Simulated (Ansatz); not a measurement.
# SiO (singlet): the correlation ladder, aug-cc-pVTZ

An exercise on one series of results from a longer session: the logs are not shown, and one member is left open.

The runs use Ansatz 0.2.0, Gaussian basis; aug-cc-pVTZ, core rule «outside noble gas», up to 6 orbitals frozen.

To be run: UHF; CCSD(T) on RHF; BCCD(T) on RHF; CCSDT(Q) on RHF; CASSCF and MRCISD+Q, 10 electrons in 8 orbitals; CASSCF and NEVPT2, 10 electrons in 8 orbitals.

4 further runs of the same task are left out: 4 set aside as unsound or not needed.

## The geometry

The geometry is a PBE0/def2-TZVPD stationary point (not a proven minimum) of the parent state, kept for this charge and spin.

2 atoms, charge 0, spin multiplicity 1.

Atoms are counted from 1 here; the program's logs count them from 0.

Bond lengths: Si1–O2 1.561 Å.

Geometry (Å):

```
atom   x (Å)   y (Å)   z (Å)
 Si1  0.0000  0.0000  0.0000
  O2  0.0000  0.0000  1.5607
```

Set-up of the first run:

File in.yaml:

```yaml
crystal:
  periodic: [false, false, false]
  atoms:
    - {symbol: Si, position_ang: [0.000000, 0.000000, 0.000000]}
    - {symbol: O, position_ang: [0.000000, 0.000000, 1.560700]}
basis:
  gaussian: {orbitals: aug-cc-pVTZ}
magnetization: {spin_polarized: true, initial_magnetization: 0}
hamiltonian: {xc: hf}
output: {orbitals: {seedname: orbitals}}
```

Run with:

```
$ ansatz run in.yaml --threads 1 --pin off --events-out ev --progress --plain --max-ram 2816MiB --backend cpu
```

Among the steps run: UHF; CCSD(T) on RHF; BCCD(T) on RHF; CCSDT(Q) on RHF; CASSCF and MRCISD+Q, 10 electrons in 8 orbitals; CASSCF and NEVPT2, 10 electrons in 8 orbitals.

One table of the session follows, with a row left open; its other results are not shown here.

| method | from RCCSDT(Q) (kJ/mol) |
| --- | --- |
| RHF | ? |
| RMP2 | +52.7 |
| RCCSD | +57.7 |
| RCCSD(T) | +5.5 |
| BCCD(T) | +5.0 |
| RCCSDT | +5.1 |
| RCCSDT(Q) | 0 |
| CASSCF valence | +637.7 |
| NEVPT2 valence | +141.1 |
| MRCISD valence | +56.0 |
| MRCISD+Q valence | +14.0 |

Estimate the missing values for RHF.

**Answer.** from RCCSDT(Q) (kJ/mol): +971.6. In the column «from RCCSDT(Q) (kJ/mol)» it is the highest.
